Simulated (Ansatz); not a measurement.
**Bi: from a trial structure to a relaxed crystal**

Theory: Ansatz 0.2.0, DFT PBEsol, scalar-relativistic, plane waves, PAW.

The start puts Bi on the black phosphorus structure type (Cmce, No. 64), at a guessed volume.

Input of the last, converged step (default PAW datasets):

```yaml
crystal:
  lattice:
    - [2.2760357519, -6.2193089776, 0.0]
    - [2.2760357519, 6.2193089776, 0.0]
    - [0.0, 0.0, 4.7156586026]
  atoms:
    - { symbol: Bi, position: [0.1215803446, 0.8784196554, 0.969261663] }
    - { symbol: Bi, position: [0.6215803446, 0.3784196554, 0.530738337] }
    - { symbol: Bi, position: [0.8784196554, 0.1215803446, 0.030738337] }
    - { symbol: Bi, position: [0.3784196554, 0.6215803446, 0.469261663] }
basis:
  ecutwfc: 420
kpoints:
  mp_grid: { grid: [12, 12, 10] }
hamiltonian:
  xc: pbesol
scf:
  occupations: { method: gaussian, width: 0.1 }
output:
  forces: true
  stress: true
  eigenvalues: true
relax:
  adjacent_minimum: "off"
  f_tol: 0.01
  max_steps: 80
  cell: { stress_tol: 0.05 }
```

It can be run as:

```bash
ansatz run input.yaml --threads 1 --pin off --backend cpu --events-out ev --progress --plain --runs-dir out  # memory cap (--max-ram) not shown
```

The program printed at the end:

```
SCF converged after 5 iterations
Free energy (F): -48967.826964 eV
Harris-Foulkes:  -48967.826964 eV  (|F-HF|=7.28e-12)
Internal energy: -48967.816160 eV  (E = F + TS)
E sigma→0 (E₀):  -48967.821562 eV
Entropy (-TS):   -0.010805 eV (-2.701 meV/atom)
Fermi energy:    10.148056 eV
--- Per-component energies (eV) ---
  E_band       = -396.936126
  E_kinetic    = 1211.432852
  E_local      = -5984.155535  (includes V_loc(G=0)·N_el)
  E_nonlocal   = 2246.159808
  E_hartree    = 1927.602105
  E_xc         = -600.815268
  E_vxc        = -576.326550  (∫ρ·V_xc dr)
  E_paw        = -42038.348384  (= ΣΔE_a)
  E_vpaw       = -1149.249064  (= ΣTr[D̂ρ^β])
  E_aug_tail   = -0.001864  (compensation charges beyond the density's cutoff)
  E_ewald      = -5730.048882
  E_core_change = 0.359009  (= ΣΔE_core)
  E_smearing   = -0.010805  (= −TS)
  E_closure    = 0.000000  (closes the sum)
  Σ components = -48967.826964   (vs F -48967.826964, Δ=0.00e0)
--- Forces (eV/Å), atoms counted from 1 ---
  atom   1  Bi     0.00000000    -0.00269470     0.00378622
  atom   2  Bi     0.00000000    -0.00269470    -0.00378622
  atom   3  Bi     0.00000000     0.00269470    -0.00378622
  atom   4  Bi     0.00000000     0.00269470     0.00378622
  max |Σ_I F_I| component: 2.17e-18 eV/Å
--- Stress (GPa, compression-positive) ---
       -0.021722       0.000000       0.000000
        0.000000       0.031869       0.000000
        0.000000       0.000000      -0.001884
  P = ⅓ Tr σ = 0.0028 GPa (0.028 kbar)
--- Relaxed structure (4 steps of the walk, 4 accepted, 1 SCFs on fresh bases) ---
  F+E_penalty+E_count = -48967.82696430 eV   max|allowed force component| = 3.786e-3 eV/Å   (the final SCF, on the basis selected at the relaxed cell)
  cell:  # Å, volume = 133.2894 Å³
    - [2.258183, -6.213339, 0.0]
    - [2.258183, 6.213339, 0.0]
    - [0.0, 0.0, 4.749867]
  atoms:
    - { symbol: Bi, position: [0.122951, 0.877049, 0.972449] }
    - { symbol: Bi, position: [0.622951, 0.377049, 0.527551] }
    - { symbol: Bi, position: [0.877049, 0.122951, 0.027551] }
    - { symbol: Bi, position: [0.377049, 0.622951, 0.472449] }
```

Absolute energies hang on the potentials; compare differences alone.

The result has space group Cmce (No. 64). Bi is coordinated by 3 Bi at 3.07–3.09 Å, 2 Bi at 3.47 Å and 4 Bi at 3.89–3.95 Å.

It lies 0.04 eV/atom above the element's standard state at the same level.

For metals, differences of a few meV/atom aren't resolved. Spin–orbit coupling is left out.

Symmetry constrained the relaxation, so the result can be a saddle point.